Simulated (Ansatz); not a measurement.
# AlH₄ (doublet): the correlation ladder at distance Al1–H4 along a hydrogen transfer = 1.717 Å, cc-pVDZ

How much of the correlation energy of AlH₄ (doublet) does each wave-function method recover here?

Program: Ansatz 0.2.0, Gaussian basis. Level of theory: cc-pVDZ, core rule «outside noble gas», up to 5 orbitals frozen. These are calculated values, not measurements.

To be run: UHF; CCSD(T) on ROHF; CCSD(T) on UHF; BCCD(T) on ROHF; CISD; CCSDT(Q) on ROHF; CCSDT(Q) on UHF; CCSDTQ on ROHF; CCSDTQ on UHF; CASSCF and MRCISD+Q, 3 electrons in 3 orbitals; CASSCF and NEVPT2, 3 electrons in 3 orbitals; CASSCF and MRCISD+Q, 7 electrons in 8 orbitals; CASSCF and NEVPT2, 7 electrons in 8 orbitals; Full CI.

8 further runs of the same task are left out: 8 for a known fault of the program.

## (1) The system

The geometry derives from fragments relaxed apart (PBE0/def2-TZVP) and kept rigid, so it is no stationary point. A hydrogen atom is moved between rigid fragments.

5 atoms, charge 0, spin multiplicity 2.

Atoms are counted from 1 here; the program's logs count them from 0.

Bond lengths: Al1–H2 1.586 Å, Al1–H3 1.586 Å, Al1–H4 1.717 Å. Angles: H2–Al1–H3 120.0°, H2–Al1–H4 120.0°, H3–Al1–H4 120.0°.

## (2) UHF

Input file in.yaml:

```yaml
crystal:
  periodic: [false, false, false]
  atoms:
    - {symbol: Al, position_ang: [-0.089998, 0.000000, 0.000000]}
    - {symbol: H, position_ang: [-0.882922, 1.373384, 0.000000]}
    - {symbol: H, position_ang: [-0.882922, -1.373384, 0.000000]}
    - {symbol: H, position_ang: [1.627002, 0.000000, 0.000000]}
    - {symbol: H, position_ang: [2.548002, 0.000000, 0.000000]}
basis:
  gaussian: {orbitals: cc-pVDZ}
magnetization: {spin_polarized: true, initial_magnetization: 1}
hamiltonian: {xc: hf}
output: {orbitals: {seedname: orbitals}}
```

On the command line:

```sh
ansatz run in.yaml --threads 1 --pin off --events-out ev --progress --plain --max-ram 2816MiB --backend cpu
```

Further steps of the session: CCSD(T) on ROHF; CCSD(T) on UHF; BCCD(T) on ROHF; CISD; CCSDT(Q) on ROHF; CCSDT(Q) on UHF; CCSDTQ on ROHF; CCSDTQ on UHF; CASSCF and MRCISD+Q, 3 electrons in 3 orbitals; CASSCF and NEVPT2, 3 electrons in 3 orbitals; CASSCF and MRCISD+Q, 7 electrons in 8 orbitals; CASSCF and NEVPT2, 7 electrons in 8 orbitals; Full CI.

Q: Predict the results of all the runs planned. Wanted: FCI below the RHF energy; RMP2 from FCI; UMP2 from FCI; RCCSD from FCI; RCCSD(T) from FCI; UCCSD(T) from FCI; RCCSDT(Q) from FCI; UCCSDT(Q) from FCI; NEVPT2 pair from FCI.

**Answer**, as computed:

```
                         quantity                                                                                                                 value
         FCI below the RHF energy                                                                                                            -3.3972 eV
                    RMP2 from FCI                                                                                                            +833.9 meV
                    UMP2 from FCI                                                                                                            +846.7 meV
                   RCCSD from FCI                                                                                                             +65.9 meV
                RCCSD(T) from FCI                                                                                                             +17.9 meV
                UCCSD(T) from FCI                                                                                                             +18.4 meV
               RCCSDT(Q) from FCI                                                                                                              +0.4 meV
               UCCSDT(Q) from FCI                                                                                                              +0.3 meV
             NEVPT2 pair from FCI                                                                                                            +789.7 meV
           MRCISD+Q pair from FCI                                                                                                             -11.7 meV
          NEVPT2 valence from FCI                                                                                                            +638.2 meV
levels within 1 kcal/mol (43 meV)  RCCSD(T), UCCSD(T), BCCD(T), RCCSDT, UCCSDT, RCCSDT(Q), UCCSDT(Q), RCCSDTQ, UCCSDTQ, MRCISD+Q pair, MRCISD+Q valence
                    T1 diagnostic                                                                                                                 0.023
   effectively unpaired electrons                                                                                                                  1.04
```

**Reading.** RCCSD(T) lands +17.9 meV from the yardstick (0.5 % of the correlation energy). MRCISD+Q pair falls below full CI: the +Q correction isn't variational, and the cores differ from full CI's. One determinant dominates. Of the multireference levels listed MRCISD+Q valence comes nearest in total energy (+7.4 meV), which doesn't show that its space is the better one. These misses are within one basis, not against nature; the frozen cores of restricted and unrestricted runs differ, which can shift their rows.
